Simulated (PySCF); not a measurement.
## Cl: ionisation energy

Cl [Ne] 3s2 3p5 (2P) → Cl⁺ [Ne] 3s2 3p4 (3P), as a difference of total energies. Computed with PySCF 2.14 in cc-pVTZ-DK (5s4p2d1f, 34 functions), with scalar relativity by spin-free X2C-1e. Correlated levels: valence: [Ne] frozen. The calculations carry no spin-orbit coupling.

```csv
method,ionisation energy (eV)
UHF,11.756
LDA,13.185
MN15,13.031
MP2 (valence),12.694
SCS-MP2 (valence),12.692
CCSD (valence),12.658
CCSD(T) (valence),12.694
```

Errors of the correlated levels include the incompleteness of this basis and the frozen core.

Task: Which method comes closest to the reference value, and which is furthest?

Result: The reference is 12.974 eV (measured; NIST levels, between the centres of gravity of the two terms). Closest: MN15 (error 0.057 eV); furthest: UHF (error -1.218 eV).
